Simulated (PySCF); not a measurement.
## Mayer bond orders and bond lengths

Species: C3H5N3.
SMILES with atom numbers: `[CH3:1][n:2]1[cH:3][n:4][n:5][cH:6]1` (hydrogens: H7, H8, H9 on C1; H10 on C3; H11 on C6)

Cartesian coordinates in Å at the PBE0-D3(BJ)/def2-TZVP level; atoms count from 1:
```
atom  x, y, z in Å
C1    -1.355    0.011    0.460
N2     0.003   -0.002   -0.020
C3     0.753   -1.076   -0.379
N4     1.955   -0.706   -0.721
N5     2.016    0.651   -0.586
C6     0.849    1.050   -0.166
H7    -1.770    1.010    0.337
H8    -1.962   -0.687   -0.117
H9    -1.403   -0.263    1.516
H10    0.379   -2.088   -0.378
H11    0.564    2.070    0.039
```

Bond orders from the PBE0/pcSseg-2 density (PySCF). Geometry: PBE0-D3(BJ)/def2-TZVP; no solvent, vibrations or thermal averaging.

(1) How far do the computed orders between heavy atoms stray from the drawn ones?

(2) Give the Mayer order of every bond between heavy atoms, beside its length.

## Answers

(1) The largest departure is 0.361, at N4–N5 (drawn aromatic, 1.139), counting aromatic bonds as 1.5. The bonds drawn aromatic range from 1.14 to 1.72.

(2) 
```
 bond  drawn as  length (Å)  Mayer order
C1–N2    single       1.441        0.952
N2–C3  aromatic       1.358        1.215
C3–N4  aromatic       1.303        1.718
N4–N5  aromatic       1.365        1.139
N5–C6  aromatic       1.303        1.719
C6–N2  aromatic       1.358        1.215
```

By pair of heavy elements: C–N: lowest C1–N2 (0.952, 1.441 Å), highest N5–C6 and C3–N4 (1.719, 1.303 Å). Bonds named together lie within 0.004.

Task: And the bonds to hydrogen?

Result: C–H: 0.98 to 0.99 (5 bonds).

Task: Sum the orders of all bonds at each heavy atom with more than one neighbour and set the sums beside the valence in the SMILES.

Result: C1 3.900 (drawn 4), N2 3.382 (drawn 3), C3 3.927 (drawn 4), N4 2.857 (drawn 3), N5 2.858 (drawn 3), C6 3.927 (drawn 4). Orders between atoms that aren't bonded are not in these sums.

Mayer orders depend on the basis set.
